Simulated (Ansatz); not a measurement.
A calculation with Ansatz (development build ahead of 0.2.0).

```yaml
crystal:
  periodic: [false, false, false]
  atoms:
    - { symbol: C, position_ang: [0.0, 0.0, 0.56] }
    - { symbol: H, position_ang: [0.0, 0.0, -0.56] }
basis:
  gaussian: { orbitals: cc-pVDZ }
magnetization:
  initial_magnetization: 1
hamiltonian:
  xc: hf
correlation:
  method: ccsd_t
  frozen_orbitals: { C: 1, H: 0 }
```

The input is written out in the form of the current development build from the run's settings. Correlation on restricted open-shell orbitals is semicanonical, with singles.

The run gave:

| Property | Result |
| --- | --- |
| Converged | yes |
| Reference energy | -38.26878 hartree |
| CCSD correlation energy | -0.10907 hartree |
| Triples correction | -0.00187 hartree |
| Total energy | -38.37972 hartree |
| Spin squared of the determinant | 0.750 |
